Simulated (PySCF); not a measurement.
## AlH⁻ at UHF-CCSD

Computed with UHF-CCSD; basis Al def2-TZVPPD, H def2-TZVPPD; no relativity; PySCF 2.14.

```
state                          : ²Π (doublet), unpaired electrons π ↑
bond length                    : 1.695 Å
harmonic wavenumber            : 1467 cm⁻¹
force constant                 : 1.23 mdyn/Å
rotational constant Be         : 6.037 cm⁻¹
anharmonicity ωexe             : 34.5 cm⁻¹
vibration–rotation constant αe : 0.225 cm⁻¹
```

Correlated steps freeze 5 core orbitals. The state was picked by a PBE0 search and need not be the measured ground state.
